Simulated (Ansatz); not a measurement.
**Ba₃Zn: from a trial structure to a relaxed crystal**

All numbers below come from DFT PBE, scalar-relativistic, plane waves, PAW in Ansatz. Cutoff 420 eV, Γ-centred k mesh, Gaussian smearing, no spin polarisation in the final step.

The start puts Ba₃Zn on the Cu3Au (L1_2) structure type (Pm-3m, No. 221), with Zn in place of Au, Ba in place of Cu, at a guessed volume.

```
CELL_PARAMETERS angstrom
4.98899 0.00000 0.00000
0.00000 4.98899 0.00000
0.00000 0.00000 4.98899
ATOMIC_POSITIONS crystal
Ba 0.00000 0.50000 0.50000
Ba 0.50000 0.00000 0.50000
Ba 0.50000 0.50000 0.00000
Zn 0.00000 0.00000 0.00000
```

Steps on the 4×4×4 mesh (4 atoms). 7 of 7 steps are shown, and the free energy counts from the last. Trial steps that were taken back and renewals of the plane-wave basis can be among the rows.

```
step  ΔF (meV/atom) V (Å³/atom) P (GPa)
   1          289.5        31.04     8.49
   2          106.9        35.81     4.06
   3           23.6        41.04     1.37
   4            8.0        44.31     0.20
   5            2.4        44.31     0.46
   6            0.1        45.72     0.09
   7            0.0        45.72     0.09
```

A final relaxation ran on a 8×8×8 mesh. The relaxed crystal, Pm-3m (No. 221):

```cif
data_structure
_symmetry_space_group_name_H-M 'Pm-3m'
_symmetry_Int_Tables_number 221
_cell_length_a 5.6582
_cell_length_b 5.6582
_cell_length_c 5.6582
_cell_angle_alpha 90.000
_cell_angle_beta 90.000
_cell_angle_gamma 90.000
_cell_volume 181.15
loop_
_atom_site_label
_atom_site_type_symbol
_atom_site_symmetry_multiplicity
_atom_site_Wyckoff_symbol
_atom_site_fract_x
_atom_site_fract_y
_atom_site_fract_z
_atom_site_occupancy
Ba1 Ba 3 c 0.00000 0.50000 0.50000 1
Zn1 Zn 1 a 0.00000 0.00000 0.00000 1
```

```yaml
Volume_per_atom: 45.29 Å³
Density: 4.38 g/cm³
Energy_over_the_elements: 0.11 eV/atom
Gap_on_the_8×8×8_mesh: 0 eV (a metal)
```

Formation energies are uncorrected and refer to the elements' standard structures at the same level.

The final run used a 8×8×8 mesh on its 4-atom cell and 0.10 eV smearing. The k mesh leaves about 4 meV/atom of noise in metals.

A structure relaxed within its symmetry needn't be a true minimum.

Cost: 3 runs of about 1.3 core-minutes in all, on Arm Neoverse V1 (shared hosts).